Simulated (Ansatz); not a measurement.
# AlH3, triplet: stretch scan

Starting geometry (PBE0/def2-TZVP stationary point for this spin, not checked as a minimum):

```tsv
atom	x (Å)	y (Å)	z (Å)
Al	0.0000	0.0744	-0.0956
H	0.0000	-1.3724	-0.7540
H	0.4207	-0.3098	1.6570
H	-0.4207	-0.3098	1.6570
```

From there H2 moves along the line of the two atoms named below, all else staying in place; atoms are numbered as listed. Energies are in kJ/mol, counted from the starting geometry at the same level. Kohn–Sham curves are unrestricted where that lies lower.

Basis cc-pVDZ; Ansatz 0.2.0. Only valence electrons are correlated (noble-gas cores frozen).

In so small a basis the reference is far from its limit while semilocal and hybrid functionals are nearer theirs (RPA and double hybrids share much of the reference's basis error), so the functionals' errors here hold much of the reference's basis and frozen-core error, which can add to them or hide them.

Full CI is exact within this basis and frozen core; it isn't the basis-set limit.

| distance Al1-H2 (Å) | full CI | SPW92 | PBE | r2SCAN | PBE0 | B3LYP | r2SCANh | wB97M-V | B2PLYP | RPA-PBE |
| --- | --- | --- | --- | --- | --- | --- | --- | --- | --- | --- |
| 1.243 | 124.1 | 127.2 | 128.3 | 124.7 | 125.4 | 122.0 | 124.0 | 120.3 | 121.3 | 124.9 |
| 1.413 | 25.2 | 28.3 | 28.5 | 26.0 | 26.4 | 25.3 | 25.5 | 24.2 | 24.4 | 25.8 |
| 1.590 | 0.0 | 0.0 | 0.0 | 0.0 | 0.0 | 0.0 | 0.0 | 0.0 | 0.0 | 0.0 |
| 1.766 | 14.1 | 10.1 | 10.2 | 13.3 | 13.0 | 12.7 | 13.8 | 14.3 | 14.6 | 13.1 |
| 1.925 | 42.2 | 34.8 | 34.9 | 40.9 | 40.7 | 39.1 | 42.1 | 42.3 | 43.0 | 40.3 |
| 2.246 | 106.5 | 95.6 | 95.3 | 105.9 | 105.7 | 99.2 | 107.5 | 106.2 | 107.6 | 103.8 |
| 2.572 | 150.4 | 144.8 | 142.3 | 153.3 | 152.2 | 142.0 | 153.9 | 147.9 | 149.6 | 149.7 |
| 2.991 | 168.4 | 178.1 | 169.3 | 184.7 | 175.5 | 166.2 | 184.5 | 164.4 | 168.4 | 167.1 |
| 3.518 | 171.1 | 193.2 | 176.8 | 199.5 | 181.6 | 174.3 | 198.7 | 168.0 | 173.4 | 166.3 |
| 4.194 | 171.3 | 199.0 | 178.6 | 204.0 | 183.0 | 176.3 | 203.0 | 168.2 | 174.5 | 165.4 |
| 5.502 | 171.5 | 201.3 | 179.5 | 205.4 | 183.6 | 176.7 | 204.3 | 168.6 | 174.7 | 165.0 |

(1) Judged by the spread of the error over the points with a reference (largest less smallest), which of these follows full CI best and which worst?

Answers

(1) Subtracting the full CI column from each: best wB97M-V (errors from -3.9 to 0.2, spread 4.1 kJ/mol), worst SPW92 (from -10.8 to 29.8, spread 40.6 kJ/mol). Functionals and wave-function methods converge differently with the basis, so part of this is basis effect.
